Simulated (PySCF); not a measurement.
One of the candidates below gave these computed data.

All candidates are C5H11F.

| technique | computed result |
| --- | --- |
| Polarisability | 62.4 au [CAM-B3LYP/def2-SVPD] |
| 1H NMR | chemical shifts (computed TMS as zero) by class: 4.78 (1 H), 2.04 (1 H), 1.19 (3 H), 1.00 (3 H), 0.85 (3 H) ppm [GIAO PBE0/pcSseg-1] |
| Dipole | 1.92 D [CAM-B3LYP/def2-SVPD] |
| Rotational structure | rotational constants A, B, C: 4.441, 2.607, 2.312 GHz [GFN2-xTB] |
| UV, first state | lowest singlet excitation: 8.75 eV (142 nm, f = 0.014) [TDDFT CAM-B3LYP/def2-SVPD] |
| UV, strongest line | among the 8 lowest singlet transitions: S6 at 9.54 eV (130 nm, f = 0.039) [TDDFT CAM-B3LYP/def2-SVPD] |
| Triplet | lowest triplet excitation (Tamm–Dancoff): 8.53 eV [TDA CAM-B3LYP/def2-SVPD] |
| NMR, other nuclei | isotropic shieldings of nuclei other than C and H, by class: 373 (1 F) ppm [GIAO PBE0/pcSseg-1] |
| 13C NMR | chemical shifts (computed TMS as zero) by class: 96.8 (1 C), 36.8 (1 C), 20.5 (1 C), 16.0 (1 C), 15.3 (1 C) ppm [GIAO PBE0/pcSseg-1] |

The electronic properties come from PySCF, for the isolated species, density fitting. Levels stand in brackets. Isolated species at its GFN2-xTB geometry (one conformer only). Each NMR value is the plain mean over a class of atoms that symmetry, rotation or inversion makes alike.

Question: Which candidate is it?
A. `CC[C@@H](C)CF`
B. `CCCCCF`
C. `CC(C)[C@@H](C)F`
D. `CC(C)CCF`
E. `CCC(C)(C)F`

Answer: C. It is `CC(C)[C@@H](C)F`. Numbering: `[CH3:1][CH:2]([CH3:3])[C@@H:4]([CH3:5])[F:6]`. Its formula, C5H11F, gives 0 degrees of unsaturation, so no ring and no π bond. 5 carbons fall into 5 classes; from least to most shielded: sp3 C–F carbon [C4] (96.8 ppm), sp3 CH carbon [C2] (36.8 ppm), methyl carbon [C3] (20.5 ppm), methyl carbon [C1] (16.0 ppm), methyl carbon [C5] (15.3 ppm). Hydrogen classes from least to most shielded: 1 H on an sp3 C–F carbon, C4 (4.78 ppm), 1 H on an sp3 CH carbon, C2 (2.04 ppm), 3 H on a methyl carbon, C5 (1.19 ppm, a mean of values up to 0.6 ppm apart in this geometry), 3 H on a methyl carbon, C1 (1.00 ppm, a mean of values up to 0.9 ppm apart in this geometry), 3 H on a methyl carbon, C3 (0.85 ppm, a mean of values up to 0.6 ppm apart in this geometry). The other shieldings belong to: 373 ppm, alkyl fluorine [F6]. The optimised geometry has point group C1 and is an asymmetric top.

The others, at the same levels:
- `CC(C)CCF` fails: it has 4 carbon classes against 5; its computed 13C shifts are 87.1 (1 C), 43.5 (1 C), 28.7 (1 C), 25.2 (2 C) ppm, 1H shifts are 4.77 (2 H), 1.66 (2 H), 1.34 (1 H), 0.94 (6 H) ppm and rotational constant A is 6.993 GHz (against 4.441 GHz).
- `CCCCCF` fails: its computed 13C shifts are 87.1 (1 C), 36.9 (1 C), 33.8 (1 C), 28.4 (1 C), 17.3 (1 C) ppm, 1H shifts are 4.77 (2 H), 1.53 (2 H), 1.42 (2 H), 1.31 (2 H), 1.09 (3 H) ppm and rotational constant A is 9.274 GHz (against 4.441 GHz).
- `CCC(C)(C)F` fails: it has 4 carbon classes against 5; its computed 13C shifts are 95.5 (1 C), 38.0 (1 C), 28.7 (2 C), 9.8 (1 C) ppm, 1H shifts are 1.51 (2 H), 1.33 (6 H), 1.13 (3 H) ppm and smallest rotational constant is 2.555 GHz (against 2.312 GHz).
- `CC[C@@H](C)CF` fails: its computed 13C shifts are 92.1 (1 C), 41.0 (1 C), 29.5 (1 C), 14.7 (1 C), 14.1 (1 C) ppm, 1H shifts are 4.70 (1 H), 4.20 (1 H), 2.15 (1 H), 1.53 (1 H), 1.07 (3 H), 0.78 (3 H), 0.71 (1 H) ppm and lowest singlet excitation is 8.90 eV (139 nm, f = 0.014) (against 8.75 eV).

Each candidate is one conformer, not necessarily the lowest. The conformers computed, where there is a choice (atom-mapped SMILES and torsion angles):
- `[CH3:1][CH:2]([CH3:3])[C@@H:4]([CH3:5])[F:6]`: C1–C2–C4–C5 -54°
- `[CH3:1][CH:2]([CH3:3])[CH2:4][CH2:5][F:6]`: C1–C2–C4–C5 -173°, C2–C4–C5–F6 173°
- `[CH3:1][CH2:2][CH2:3][CH2:4][CH2:5][F:6]`: C1–C2–C3–C4 179°, C2–C3–C4–C5 176°, C3–C4–C5–F6 -66°
- `[CH3:1][CH2:2][C:3]([CH3:4])([CH3:5])[F:6]`: C1–C2–C3–C4 56°
- `[CH3:1][CH2:2][C@@H:3]([CH3:4])[CH2:5][F:6]`: C1–C2–C3–C4 69°, C2–C3–C5–F6 64°
